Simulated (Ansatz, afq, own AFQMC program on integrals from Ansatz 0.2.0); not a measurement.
HfH4S4, singlet: energetics from AFQMC and coupled cluster

```yaml
atoms:
  - { symbol: S, position_ang: [-0.4428, 0.9619, -2.1897] }
  - { symbol: Hf, position_ang: [-0.0010, -0.0036, -0.0004] }
  - { symbol: S, position_ang: [2.3883, -0.3285, 0.3222] }
  - { symbol: S, position_ang: [-1.1811, -2.1289, 0.1014] }
  - { symbol: S, position_ang: [-0.7636, 1.4846, 1.7669] }
  - { symbol: H, position_ang: [-0.5861, 2.2102, -1.6819] }
  - { symbol: H, position_ang: [2.6429, -0.2322, -1.0055] }
  - { symbol: H, position_ang: [-0.1513, -2.7423, 0.7340] }
  - { symbol: H, position_ang: [-1.9054, 0.7787, 1.9530] }
```

Geometry: a PBE0/def2-SVP stationary point, not shown to be a minimum. Basis def2-SVP with its core potentials. Noble-gas cores (and the filled d shells of Ga–Kr and In–Xe) are frozen. AFQMC by an in-house program on the Cholesky factors that Ansatz 0.2.0 writes for its CCSD(T) run. ph-AFQMC/CISD is guided by a CISD state made of CCSD amplitudes; releasing the constraint for a short imaginary time cuts its bias at the price of noise, slowly where states lie close. ± is one standard error of the sampling. No spin–orbit coupling. The metal's outer-core s and p shells are frozen, which shifts wave-function levels against functionals.

Best estimates are CCSD(T) at the basis-set limit (def2-TZVPP/QZVPP) plus the step from CCSD(T) to the highest rung at hand in def2-SVP, named in the table (released AFQMC can keep some 10 meV of bias). Fragments are relaxed and keep their bonds. No zero-point, core-correlation or spin–orbit terms. Other levels are in def2-SVP, the functionals in def2-TZVP; a dash marks a level that is missing or breaks spin symmetry for a member.

Cautions: no spin-orbit coupling; outer-core shells of the metal frozen; HfH₄S₄ (singlet): the released value is read at 0.80 1/Eh with a noise of 11 meV, more than in the cases checked, later times being too noisy (meV from the phaseless value at times in 1/Eh: -9 ± 15 at 0.24, -10 ± 12 at 0.48, -14 ± 11 at 0.80, -6 ± 20 at 1.20), released reference can be 30 meV off for metals; HfH₃S₃ (doublet): the released value is read at 1.20 1/Eh with a noise of 13 meV, more than in the cases checked (meV from the phaseless value at times in 1/Eh: -8 ± 9 at 0.24, -28 ± 10 at 0.48, -5 ± 10 at 0.80, -15 ± 13 at 1.20), released reference can be 30 meV off for metals; HS (doublet): full CI with its own frozen core.

```
                                 process  best estimate (kcal/mol)    highest rung
Hf2–S3 → HfH3S3 (doublet) + HS (doublet)                96.6 ± 0.4  released AFQMC
                           to free atoms               724.4 ± 0.3  released AFQMC
```

Errors against the best estimates in kcal/mol, the processes numbered in the order above:

| level | error, 1 | error, 2 |
| --- | --- | --- |
| MP2 | -1.2 | -56.3 |
| CCSD(T) | -5.9 | -59.4 |
| CCSD(T)/CBS | -0.5 | -1.3 |
| PBE | -1.1 | 1.5 |
| PBE0 | -3.3 | -12.1 |
| B3LYP | -6.9 | -25.3 |
| wB97M-V | -0.2 | -2.0 |
| B2PLYP | -3.3 | -24.4 |

Cost at the first geometry (cards were shared with other jobs): PBE0/def2-SVP, 10 s on 1 thread of AMD EPYC 7R13 Processor (Zen 3), on a shared host; RCCSD(T)/def2-SVP, 6 s on 1 × NVIDIA H100 80GB HBM3 with 1 thread of AMD EPYC 7R13 Processor (Zen 3), with other jobs on the host; CCSD(T)/def2-QZVPP, 26 s on 1 × NVIDIA H100 80GB HBM3 with 1 thread of AMD EPYC 7R13 Processor (Zen 3), with other jobs on the host; ph-AFQMC/CISD with release, 4.9 min on 1 × NVIDIA H100 80GB HBM3 with 2 threads of AMD EPYC 7R13 Processor (Zen 3), with other jobs on the host.

Best estimates are given only where the step beyond CCSD(T) is under 0.3 eV and no member's determinant is very poor (T1 over 0.05, or 0.07 for open shells, ⟨S²⟩ too high by 0.3, two states mixed), so the hardest cases are missing from such tables.

The functionals ran in a triple-zeta set and keep a basis error of their own, a few kJ/mol for each bond in atomization energies and more for double hybrids, so close places among them and the extrapolated levels can swap.

Each member of a difference takes its own highest rung, so a best estimate needn't equal the limit plus the step of one row. Released energies are given only where the last usable release times agree within the noise; a slower fall can still hide under it. The exponents were fitted on light atoms, and def2 sets of heavy atoms don't grow evenly, so the limit is rough here.
